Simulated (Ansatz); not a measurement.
C3H4FN can be A, `NC1=C(F)C1`, or B, `C=CC(=N)F`.

Gas-phase electronic energies from Ansatz, PBE0-D4/def2-TZVP geometries. CBS: MP2 limit from def2 TZ/QZ plus the TZ coupled-cluster correction, frozen cores. Functionals use def2-TZVPP. B3LYP here is the variant with VWN-RPA as its local correlation; programs differ in this. One conformer a species, not always the lowest.

A:

Z-matrix (Å, degrees):
```
C
C 1 1.469
C 1 1.525 2 50.8
H 1 1.097 2 120.7 3 103.7
H 1 1.095 2 120.7 3 -104.3
F 2 1.319 1 143.2 3 -170.8
N 3 1.361 1 140.4 2 170.8
H 7 1.008 3 114.7 1 42.3
H 7 1.008 3 115.2 1 175.5
```

B:

```xyz
9

C    -1.562    0.180    0.025
C    -0.431   -0.465   -0.233
C     0.892    0.067    0.065
N     1.962   -0.536   -0.176
F     0.867    1.292    0.635
H    -2.521   -0.261   -0.217
H    -1.561    1.162    0.482
H    -0.418   -1.447   -0.690
H     2.773    0.009    0.109
```

Q: Which isomer does CCSD(T)/CBS put lower? Give the gap. (An estimate is asked.)

A: The calculation gave: B, by 52.2 kcal/mol.

Q: Give E(B) − E(A) in kcal/mol with BLYP-D4, CCSD/def2-TZVPP, ωB97M-V, B3LYP, r2SCAN-D4, CCSD(T)/def2-SVP, MP2/def2-TZVPP. (An estimate is asked.)

A: The calculation gave: BLYP-D4 -53.3, CCSD/def2-TZVPP -52.9, ωB97M-V -50.5, B3LYP -52.1, r2SCAN-D4 -50.6, CCSD(T)/def2-SVP -52.9, MP2/def2-TZVPP -49.8. None reverses the order clearly.

Q: Does the order hold for the free energy at 298.15 K (harmonic terms from PBE0-D4)? (Estimate.)

A: The calculation gave: Yes: G(B) − G(A) = -52.1 kcal/mol, for one conformer each.

Largest T1 diagnostic: 0.013.

From r2SCAN to r2SCAN0 (25 % exact exchange), in def2-TZVPP and without D4, E(B) − E(A) moves by +1.6 kcal/mol. In def2-TZVPP, CCSD(T) changes the Hartree–Fock value by +4.7 kcal/mol (the triples alone add −0.2 kcal/mol) and MP2 by +8.0 kcal/mol.
